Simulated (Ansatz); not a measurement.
Calculation: frozen-core CCSD(T)/def2-TZVPP // PBE0-D4/def2-SVP in Ansatz (a first-principles code).

Ansatz 0.2 input:
```yaml
crystal:
  periodic: [false, false, false]
  atoms:
    - { symbol: C, position_ang: [-1.139003, -0.197341, -0.116725] }
    - { symbol: O, position_ang: [0.121848, -0.765789, -0.264864] }
    - { symbol: C, position_ang: [1.154703, 0.098678, 0.0826] }
    - { symbol: H, position_ang: [-1.341267, 0.105537, 0.931413] }
    - { symbol: H, position_ang: [-1.271401, 0.700154, -0.755639] }
    - { symbol: H, position_ang: [-1.888615, -0.945513, -0.411469] }
    - { symbol: H, position_ang: [2.107444, -0.429792, -0.064208] }
    - { symbol: H, position_ang: [1.093212, 0.419725, 1.14297] }
    - { symbol: H, position_ang: [1.163079, 1.014342, -0.544081] }
basis:
  gaussian: { orbitals: def2-TZVPP }
correlation:
  method: ccsd_t
```

Output:

```
Functional definition: HF
1042 factors; integrals over basis functions are off by at most 9.2e-4 eV
mean field evaluation 1: about -4192.2426 eV, gradient 2.8e1 eV
mean field evaluation 2: about -4192.2460 eV, gradient 2.8e1 eV
mean field evaluation 4: about -4194.0967 eV, gradient 4.0e0 eV
mean field evaluation 8: about -4194.1318 eV, gradient 8.0e-5 eV
mean field evaluation 16: about -4194.1305 eV, gradient 6.4e-1 eV
mean field -4194.13184094 eV, -154.1315022700 hartree, gradient 9.4e-7 eV, S^2 0.000000; 0 other end points of the search recorded, 0 dependent functions left out
3 core orbitals not correlated
reference -4194.13184094 eV, -154.1315022700 hartree; 10, 10 occupied and 164, 164 virtual orbitals, 1042 factors
second order -16.22394863 eV of doubles, -0.00000000 eV of singles
cycle   1  -16.59761622 eV  change   -3.7e-1 eV  update   7.8e-2
cycle   2  -16.98519494 eV  change   -3.9e-1 eV  update   2.2e-2
cycle   3  -17.06249424 eV  change   -7.7e-2 eV  update   1.0e-2
cycle   4  -17.05832339 eV  change    4.2e-3 eV  update   2.1e-3
cycle   5  -17.05852133 eV  change   -2.0e-4 eV  update   8.3e-4
cycle   6  -17.05889458 eV  change   -3.7e-4 eV  update   2.3e-4
cycle   7  -17.05880562 eV  change    8.9e-5 eV  update   8.7e-5
cycle   8  -17.05878799 eV  change    1.8e-5 eV  update   2.8e-5
cycle   9  -17.05879339 eV  change   -5.4e-6 eV  update   8.0e-6
perturbative correction -0.60200333 eV, -0.0221232145 hartree
Total energy: -4211.79263767 eV, -154.7805245789 hartree
```

Cost: around 22 core-seconds (rough).
